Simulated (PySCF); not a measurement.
# C3H4ClN (2-Chloropropionitrile): the cost of one run

Programs: PySCF 2.14.0, with density-fitted response routines of our own. Each step states its level of theory. These are calculated values for one molecule, in the gas phase or a continuum, unless marked as measured. Atoms count from 0, in the outputs and in this text.

## Step 1: The molecule as given

9 atoms, charge 0, multiplicity 1; geometry from: GFN2-xTB. The atoms were then displaced at random by about 0.01 Å, so the start is not that level's minimum.

Bonds of the start (Å): C0–C1 1.51, C1–Cl2 1.80, C1–C3 1.47, C3–N4 1.12, C0–H5 1.12, C0–H6 1.07, C0–H7 1.08, C1–H8 1.08.

## Step 2: Relaxing the molecule at PBE0-D3(BJ)/def2-TZVP

Job settings and geometry (Å):

```
{"job": {"xc": "PBE0", "basis": "def2-TZVP", "d3": "d3bj", "grid": 2, "shake": 0.01, "kind": "geom"}, "charge": 0, "multiplicity": 1}
C     -0.979310    -0.293080     0.047880
C      0.306080     0.483670    -0.112520
Cl     0.607080     1.508970     1.341700
C      1.464840    -0.407980    -0.246980
N      2.312680    -1.134750    -0.345310
H     -1.823430     0.439550     0.167670
H     -0.949870    -0.926180     0.909880
H     -1.164400    -0.863960    -0.850330
H      0.284140     1.176610    -0.945730
```

Started as:

```
$ OMP_NUM_THREADS=1 python probes_run.py task.json out
```

This one command runs all jobs of the session in turn.

**Question.** How long does this first job take on 1 thread of Arm Neoverse N1, shared host, and how much memory does it need?

About 2.2 min, with a peak of 0.71 GiB.
